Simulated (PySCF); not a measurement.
**Molecular orbitals of LiO**

PBE at R = 1.682 Å; basis Li def2-TZVP, O def2-TZVP; no relativity; PySCF 2.14. State: ²Π (doublet), unpaired electrons π ↑. Only the outer orbitals are listed, counted within each symmetry.

```tsv
spin	orbital	occ.	ε (eV)	on Li (%)	main shells (%)
α	2σ	1	-50.65	100	100 Li s
α	3σ	1	-20.07	1	98 O s
α	1π	1	-6.54	3	97 O p
α	4σ	1	-5.09	5	94 O p
α	1π	1	-4.81	6	94 O p
α	5σ	0	-1.74	100	82 Li s, 18 Li p
α	2π	0	0.49	100	100 Li p
α	2π	0	0.61	97	97 Li p
β	2σ	1	-50.65	100	100 Li s
β	3σ	1	-18.41	2	98 O s
β	4σ	1	-4.51	6	93 O p
β	1π	1	-4.23	8	92 O p
β	1π	0	-3.45	11	89 O p, 11 Li p
β	5σ	0	-1.70	100	81 Li s, 19 Li p
β	2π	0	0.62	95	95 Li p
```

Task: Which are the highest filled and the lowest empty level, where do they sit, and how wide is the gap?

Result: Highest filled β 1π at -4.23 eV (in %: 92 O p); lowest empty β 1π at -3.45 eV (in %: 89 O p, 11 Li p); the gap at PBE is 0.78 eV. Both belong to one degenerate shell, split only by its one-sided filling, so this is no excitation gap.

```
bond order (Mayer)                              : 0.57
⟨S²⟩                                            : 0.753
charge on Li (Mulliken, basis-dependent)        : 0.70
charge on Li (Löwdin, basis-dependent)          : 0.55
dipole moment (positive dipole means Li(−)O(+)) : -6.21 D
```

The state is the lowest determinant that a PBE0 search found; another state may lie lower at other levels.
